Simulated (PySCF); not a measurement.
Molecule: `C=C=C(C)CO`, C5H8O.

Bonds (- single, = double, # triple, : aromatic): C1=C2, C2=C3, C3-C4, C3-C5, C5-O6. C1 carries H7, H8; C4 carries H9, H10, H11; C5 carries H12, H13; O6 carries H14.

Frames of a GFN2-xTB Langevin trajectory at 200 K; GIAO PBE0/pcSseg-1 shieldings in PySCF, gas phase, non-relativistic; equivalent atoms averaged within each frame.

Chemical shifts δ = σref − σ; TMS for 13C (σ = 186.93 ppm), 1H (σ = 31.72 ppm); 17O (σ = 336.08 ppm) against H2O, all at this level. The references are static minima.

How do the shifts (ppm) fluctuate along the trajectory?

Results:


```
         time (fs)     C2     C3    C5    C1    C4    O6  H7/H8  H12/H13  H9/H10/H11    H14
               250  221.1  102.9  72.8  70.5  16.8  57.6   4.31     4.31        2.34  -1.80
               425  222.7  111.8  72.6  76.8  15.1  47.5   5.17     4.48        2.21   0.06
               625  217.6  106.0  70.9  76.8  21.2  29.7   4.93     5.06        2.25  -0.72
               800  216.2  106.0  71.0  74.4  21.2  47.3   4.92     4.69        1.56  -0.14
              1000  221.7  103.4  71.7  78.9  21.7  63.2   5.25     3.72        2.79   1.08
    mean of frames  219.9  106.0  71.8  75.5  19.2  49.1   4.92     4.45        2.23  -0.30
standard deviation    2.8    3.5   0.9   3.2   3.0  12.8   0.37     0.50        0.44   1.06
```

5 frames give an uncertainty of the mean of about the standard deviation over 2.2 at best, since frames this close in time may not be independent; classical motion lacks zero-point vibration, and the reference would need the same averaging.
